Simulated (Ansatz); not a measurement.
Reaction (cleavage of the Al–B bond): `[AlH2][BH]Cl` + HCl → `[AlH2][Cl]` + `BCl`

Isolated molecules relaxed with PBE0-D4/def2-TZVP in Ansatz; ΔE leaves out vibrations. CCSD(T)/CBS is the MP2 limit (def2-TZVPP, def2-QZVPP) plus CCSD(T) − MP2 in def2-TZVPP, frozen cores. This one scheme is used for every species. Functionals use def2-TZVPP.

| level | ΔE (kJ/mol) |
| --- | --- |
| ωB97M-V | -202.6 |
| revPBE | -185.4 |
| CAM-B3LYP | -203.1 |
| CCSD/def2-SVP | -202.7 |

(1) What does CCSD(T)/CBS give? (Best estimate.)

Largest T1 diagnostic among the species: 0.013.

Results:

(1) The calculation gave: -198.7 kJ/mol. The listed levels differ from it by -3.9, 13.3, -4.4, -4.0 kJ/mol.

In def2-TZVPP, CCSD(T) changes the Hartree–Fock value by +20.7 kJ/mol (the triples alone add +1.8 kJ/mol) and MP2 by +9.1 kJ/mol. From PBE to PBE0 (25 % exact exchange), in def2-TZVPP and without D4, ΔE moves by −6.9 kJ/mol. Leaving LDA and LC-ωPBE aside and taking each functional with its dispersion term where it has one, the values, not all of them listed here, spread over 23.3 kJ/mol, from BHLYP-D4 to revPBE-D4.
